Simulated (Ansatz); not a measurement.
Elastic constant C12 (GPa) along a series of related solids, from PBEsol (PAW; Ansatz, a first-principles code).

```
solid   PBEsol  measured
------  ------  --------
hcp Y     24.6      29.1
hcp Zr    68.9      67.2
hcp Tc     240         –
hcp Ru     203      188‡
fcc Rh     208      194‡
fcc Pd     184       176
fcc Ag     105      97.3
hcp Cd    46.9     39.5‡
```

PBEsol less measured, from the printed values: hcp Y -15.5 %, hcp Zr +2.5 %, hcp Ru +8.0 %, fcc Rh +7.2 %, fcc Pd +4.5 %, fcc Ag +7.9 %, hcp Cd +18.7 %.

Members of the series are missing where a level wasn't run or failed, where a doubt is noted on the run or the magnetic state, for phases of high temperature or layered ones, and where values are held back for tests.

Ansatz's runs of these crystals have no spin polarisation.

Each level is taken at its own relaxed cell. Ansatz's density-functional and Hartree–Fock values are scalar-relativistic unless marked +SOC, with PAW data made under PBE.

Measured values are for low temperature or corrected to a static lattice; ‡ marks uncorrected values at room or unstated temperature. References as tabulated in Mehl and Papaconstantopoulos (1996), arXiv:mtrl-th/9602003; Elastic Constants of Yttrium Single Crystals in the Temperature Range 4.2-400 K; Clouet (2012), arXiv:1210.1082; Malica and Corso (2021), arXiv:2109.00459 and others.
